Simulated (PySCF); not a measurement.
Compound: cyclopentanone, C5H8O.
Atom-mapped SMILES: `[O:1]=[C:2]1[CH2:3][CH2:4][CH2:5][CH2:6]1` (hydrogens: H7, H8 on C3; H9, H10 on C4; H11, H12 on C5; H13, H14 on C6)

The same species was optimised twice, with GFN2-xTB and with PBE0-D3(BJ)/def2-SVP (PySCF), and the same property calculations (PySCF, gas phase) were run on both structures.

```csv
coordinate,GFN2-xTB,PBE0-D3(BJ)/def2-SVP,change
C2–C3 (Å),1.515,1.524,+0.009
C2–C6 (Å),1.515,1.524,+0.009
C4–C5 (Å),1.531,1.535,+0.004
O1=C2 (Å),1.201,1.202,+0.001
C5–C6 (Å),1.526,1.526,0.000
C3–C4 (Å),1.526,1.526,0.000
C2–C3–C4 (°),105.2,105.0,-0.2
C2–C6–C5 (°),105.1,104.9,-0.2
C3–C4–C5 (°),103.7,103.9,+0.2
C4–C5–C6 (°),103.7,103.8,+0.1
O1–C2–C6 (°),126.0,126.0,0.0
O1–C2–C3 (°),125.9,125.9,0.0
C3–C2–C6 (°),108.1,108.1,0.0
```

Rotational constants: A = 6748, B = 3380, C = 2436 MHz (GFN2-xTB) against A = 6675, B = 3366, C = 2421 MHz (PBE0-D3(BJ)/def2-SVP). Point groups within 0.08 Å: C2 and C2. Atoms that the bonding makes alike are paired by their places after alignment.

On the GFN2-xTB structure: HOMO (eV) -7.01 [PBE0/pcSseg-1]; LUMO (eV) -0.45 [PBE0/pcSseg-1]; dipole (D) 3.06 [PBE0/pcSseg-1]; GIAO shielding of O1 (ppm) -329.1 [PBE0/pcSseg-1]; GIAO shielding of C2 (ppm) -35.6 [PBE0/pcSseg-1]; GIAO shielding of C3/C6 (mean) (ppm) 146.3 [PBE0/pcSseg-1]; GIAO shielding of C4/C5 (mean) (ppm) 160.4 [PBE0/pcSseg-1].

**Question.** What do these properties become on the PBE0-D3(BJ)/def2-SVP structure?

**Answer.** 
| property | level | on GFN2-xTB | on PBE0-D3(BJ)/def2-SVP | change |
| --- | --- | --- | --- | --- |
| HOMO (eV) | PBE0/pcSseg-1 | -7.01 | -7.01 | 0.00 |
| LUMO (eV) | PBE0/pcSseg-1 | -0.45 | -0.45 | 0.00 |
| dipole (D) | PBE0/pcSseg-1 | 3.06 | 3.04 | -0.02 |
| energy, GFN2-xTB geometry as zero (kcal/mol) | PBE0/pcSseg-1 | 0.0 | -0.3 | -0.3 |
| GIAO shielding of O1 (ppm) | PBE0/pcSseg-1 | -329.1 | -326.3 | +2.8 |
| GIAO shielding of C2 (ppm) | PBE0/pcSseg-1 | -35.6 | -35.8 | -0.2 |
| GIAO shielding of C3/C6 (mean) (ppm) | PBE0/pcSseg-1 | 146.3 | 144.5 | -1.8 |
| GIAO shielding of C4/C5 (mean) (ppm) | PBE0/pcSseg-1 | 160.4 | 158.7 | -1.7 |

The heavy atoms differ by 0.005 Å rms after alignment. Among bonds between heavy atoms C2–C3 and C2–C6 change most and about equally (+0.009 Å). Changes are differences of the printed values. Neither structure is proved a minimum here.
